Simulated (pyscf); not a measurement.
H₂B–O–GeH₃ + ammonia (NH₃) → HO–GeH₃ + H₂B–NH₂, a four-centre exchange (singlet surface; B–O, H–N broken, H–O, B–N formed). PySCF, gas phase, ωB97X-D3(BJ)/def2-SVP geometries. Energies in kJ/mol from the separated reactants.

Small-basis levels: PySCF, no dispersion term, spherical d functions. AM1 to PM7: differences of heats of formation from MOPAC, which are fitted to 298 K values and so differ in kind from electronic energies by zero-point and thermal terms. Cost: rough CPU time at the saddle relative to B3LYP/6-31G*+LANL2DZ, from one job on a shared machine.

| level | barrier | reaction energy | cost |
|---|---|---|---|
| HF/STO-3G | (withheld) | +43.7 | 0.07 |
| HF/3-21G | 23.9 | +11.2 | 0.09 |
| MP2/6-31G*+LANL2DZ | (withheld) | +14.1 | 0.1 |
| B3LYP/STO-3G | -75.5 | +51.3 | 0.8 |
| B3LYP/LANL2DZ | 7.2 | -28.0 | 0.9 |
| B3LYP/6-31G*+LANL2DZ | 46.7 | +10.8 | 1 |
| B3LYP/def2-SVP | 31.4 | -2.4 | 2 |
| AM1 | 82.2 | -11.7 | under 0.02 |
| PM6 | 3.3 | -52.9 | under 0.02 |
| ωB97M-D3(BJ)/def2-TZVP | (withheld) | +0.3 | – |

Question: Complete the blanks.

Answer: 
- HF/STO-3G, barrier: 10.0
- MP2/6-31G*+LANL2DZ, barrier: 40.7
- ωB97M-D3(BJ)/def2-TZVP, barrier: 42.0

Against the last row the barrier runs from -117.5 (B3LYP/STO-3G) to +40.2 kJ/mol (AM1). At HF/STO-3G, B3LYP/STO-3G this geometry lies under one side, so the entry may be no barrier of that level: it is a single point on another level's saddle. ωB97M-D3(BJ)/def2-TZVP has limits of its own. On the reactant side the descent ends in an adduct with a B–N contact, 61.4 kJ/mol under the separated species and 103.7 kJ/mol under the saddle at ωB97X-D3(BJ)/def2-TZVP. What is counted as formed (B–N) is already present as a longer contact in the reactant adduct; forming that adduct is a step of its own. The products may also form a dative adduct at H₂B–NH₂; it and routes through it were not searched. This is the saddle that the search found; another between the same sides may lie lower. In the def2 sets elements up to Kr have no core potential.
